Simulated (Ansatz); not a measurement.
fcc Rh, treated with LDA (Ansatz, a quantum-chemistry and plane-wave program, PAW).

Settings: plane-wave cutoff 520 eV, 24×24×24 k mesh, Fermi–Dirac smearing 0.05 eV, no spin polarisation, scalar-relativistic PAW data made under PBE.

Computed points:

| V (Å³/atom) | E − E_lowest (meV/atom) |
|---|---|
| 12.429 | 53.38 |
| 12.694 | 22.72 |
| 12.958 | 5.44 |
| 13.223 | 0.00 |
| 13.487 | 5.06 |
| 13.752 | 19.42 |
| 14.016 | 41.99 |

### Question
Estimate the bulk modulus and its pressure derivative from these points.

### Answer
V0 = 13.222 Å³/atom, B0 = 318 GPa, B′ = 5.1 (fit to the energies at full precision).

Measured, for comparison: bulk modulus 271 GPa (corrected for temperature and zero-point phonon effects, our sources range from 271 to 289; as tabulated in Levämäki et al. (2014), arXiv:1402.3671); equilibrium volume per atom 13.65 Å³/atom (static lattice: zero-point anharmonic expansion removed; as tabulated in Mejia-Rodriguez and Trickey (2018), arXiv:1807.09216). Computed (rounded) less measured: bulk modulus +17 % (+10 % to +17 % over the range), equilibrium volume per atom -3.2 %.

Static lattice: no zero-point or thermal effects.

Cost on a shared machine: very roughly 50 core-seconds.
